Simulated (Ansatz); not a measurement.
One crystal and one scan (energy against volume) at two levels, PBE (plane waves to 420 eV, PAW, scalar-relativistic; Ansatz, a first-principles code) and PBEsol (plane waves to 420 eV, PAW, scalar-relativistic; Ansatz), each from its own relaxed cell and on its own mesh.

The crystal is ZrC (rock salt); the cell is scaled evenly about its relaxed volume V₀.

Energies are smeared free energies. ZrC is run without spin polarisation. ZrC was relaxed with its symmetry unable to fall. Both scans cover V/V₀ from 0.940 to 1.060.

| quantity | run 1 | run 2 |
|---|---|---|
| Lattice constant a (Å) | 4.709 | 4.669 |
| Pressure at the smallest volume (GPa) | 15.6 | 16.5 |
| Bulk modulus B₀ (third-order Birch-Murnaghan fit) (GPa) | 222.1 | 235.9 |
| Pressure for 5 % compression (fit) (GPa) | 12.6 | 13.4 |

Question: Which run is which level?

Answer: Run 1 is PBE, run 2 is PBEsol. PBE gives the higher value for: lattice constant a. PBE gives the lower value for: pressure at the smallest volume; bulk modulus B₀; pressure for 5 % compression. For the lattice constant a the reference is 4.696 Å (measured, room temperature or unstated; as given in Guo-Xu Zhang, Anthony M Reilly, Alexandre Tkatchenko et al., New Journal of Physics (2018), doi:10.1088/1367-2630/aac7f0): it holds thermal shifts, so no verdict is drawn. For the bulk modulus B₀ the reference is 223.1 GPa (measured, room temperature or unstated; from single-crystal elastic constants; as given in arXiv:1102.4063): it holds thermal shifts, so no verdict is drawn.  Neither level is exact: the differences show how much the result hangs on the functional.

(A scan under strain: stresses follow from slopes of the energy per volume, elastic moduli from its curvatures.)
